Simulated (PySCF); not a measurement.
Isomers of C4H7ClO. Level of theory: TDDFT PBE0/def2-SVPD, vertical, gas phase, core orbitals frozen in the response in PySCF. Geometries: GFN2-xTB; one conformer of each isolated species. Triplets are in the Tamm–Dancoff approximation.

A. `Cl[C@@H]1CCOC1`
B. `C1C(CO1)CCl`
C. `C(Cl)(CCC)=O`
D. `CO[C@@H]1C[C@H]1Cl`

Lowest singlet levels (six at most, fewer where fewer were computed) with oscillator strengths:

1. 192 nm (f 0.008); 174 nm (f 0.006); 170 nm (f 0.008); 169 nm (f 0.015); 163 nm (f 0.026); 157 nm (f 0.009); T1 5.93 eV
2. 184 nm (f 0.015); 178 nm (f 0.001); 169 nm (f 0.003); 168 nm (f 0.005); 167 nm (f 0.004); 163 nm (f 0.003); T1 6.57 eV
3. 179 nm (f 0.006); 172 nm (f 0.000); 169 nm (f 0.005); 169 nm (f 0.002); 158 nm (f 0.028); 157 nm (f 0.028); T1 6.54 eV
4. 237 nm (f 0.000); 195 nm (f 0.000); 180 nm (f 0.015); 161 nm (f 0.025); 157 nm (f 0.001); 155 nm (f 0.049); T1 4.68 eV

**Question.** Which spectrum belongs to which structure?

**Answer.** 1 = D, 2 = B, 3 = A, 4 = C.
- A: S1 at 6.93 eV, HOMO→LUMO (97%); Löwdin shares by element: HOMO oxygen 60%, carbon 18% or more, hydrogen 6% or more (atoms not listed hold the other 16%); LUMO chlorine 40%, carbon 34% or more (atoms not listed hold the other 27%); HOMO -7.79 and LUMO 0.39 eV.
- B: S1 at 6.74 eV, HOMO→LUMO (95%); Löwdin shares by element: HOMO oxygen 58%, carbon 19% or more, hydrogen 5% or more (atoms not listed hold the other 18%); LUMO chlorine 38%, carbon 27% or more, hydrogen 8% or more (atoms not listed hold the other 28%); HOMO -7.52 and LUMO 0.28 eV.
- C: S1 at 5.23 eV, HOMO→LUMO (98%); S1 has the pattern of n→π* at C=O; HOMO -8.60 and LUMO -1.11 eV; point group Cs, 2 of its 6 listed states under f = 0.0005.
- D: S1 at 6.47 eV, HOMO→LUMO (94%); Löwdin shares by element: HOMO oxygen 31%, carbon 29% or more, chlorine 23% (atoms not listed hold the other 17%); LUMO chlorine 43%, carbon 29% or more (atoms not listed hold the other 28%); HOMO -7.37 and LUMO 0.53 eV.
